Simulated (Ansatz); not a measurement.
# BHO2, SMILES O=BO: an active-space calculation

Program: Ansatz 0.2.0 through its Python package.

The cells in order, each with its output:

```python
import ansatz as az
```

```python
BASIS = "def2-SVP"
```

```python
GEOMETRY = """
O    -1.54764    0.51942    0.44677
B    -0.43362    0.13634    0.23734
O     0.79000   -0.29075    0.08821
H     1.19126   -0.36501   -0.77232
"""
```

```python
geometry = az.Crystal.molecule()
for line in GEOMETRY.strip().splitlines():
    symbol, *xyz = line.split()
    geometry = geometry.atom(symbol, [float(v) for v in xyz])
```

```python
setup = geometry.calculation().basis(gaussian=BASIS).correlation(active_electrons=2, active_orbitals=2)
for method in [None]:
    data = (setup if method is None else setup.correlation(method)).run().report
    space = data["configurations"]
    state = space["states"][0]
    print(method or "casscf", f"total {data['free_energy_ev'] / 27.211386246:.6f} Ha, active-space state {state['energy']['hartree']:.6f} Ha, mean field {data['reference_energy_ev'] / 27.211386246:.6f} Ha")
    print("  determinants", state["n_determinants"], " natural occupations", [round(n, 3) for n in space["natural_occupations"]])
```

    casscf total -174.966987 Ha, active-space state -174.966987 Ha, mean field -174.947206 Ha
      determinants 4  natural occupations [1.971, 0.029]

Reading the output:
- The settings weren't tested for convergence.
- The geometry is a force-field or estimated start, not a minimum of this method, and the basis set is short of its limit. The active space starts as a window about the frontier orbitals and is then optimised, not chosen by chemistry.
- Wall time of the script: 1.6 s on 1 thread of Arm Neoverse V1 (shared host), peak memory 0.14 GiB.
